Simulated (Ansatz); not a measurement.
Compare A (`NCC=C=O`) with its isomer B (`COC=C=N`).

Gas-phase electronic energies from Ansatz, PBE0-D4/def2-TZVP geometries. CCSD(T)/CBS is the MP2 limit (def2-TZVPP, def2-QZVPP) plus CCSD(T) − MP2 in def2-TZVPP, frozen cores. DFT in def2-TZVPP. B3LYP here is the variant with VWN-RPA as its local correlation; programs differ in this. Each species was taken in one conformer, which may not be the lowest.

Problem. Which isomer does CCSD(T)/CBS put lower? Give the gap. (An estimate is asked.)

Solution. Ansatz gave: A, by 116.5 kJ/mol.

Problem. Give E(B) − E(A) in kJ/mol with MP2/def2-TZVPP, B2PLYP, PBE-D4, B3LYP-D4, CCSD(T)/def2-SVP, PBE0-D4, HF/def2-TZVPP. (Estimate.)

Solution. The calculation gave: MP2/def2-TZVPP 128.5, B2PLYP 115.3, PBE-D4 112.6, B3LYP-D4 108.7, CCSD(T)/def2-SVP 114.9, PBE0-D4 117.4, HF/def2-TZVPP 115.5. None reverses the order clearly.

Problem. Does the order hold for the free energy at 298.15 K (harmonic terms from PBE0-D4)? (Estimate.)

Solution. Ansatz gave: Yes: G(B) − G(A) = +113.3 kJ/mol, for one conformer each.

Largest T1 diagnostic: 0.014.

From PBE to PBE0 (25 % exact exchange), in def2-TZVPP and without D4, E(B) − E(A) moves by +4.9 kJ/mol. Leaving LDA and LC-ωPBE aside and taking each functional with its dispersion term where it has one, the values, not all of them listed here, spread over 20.1 kJ/mol, from BLYP-D4 to PBE-QIDH.
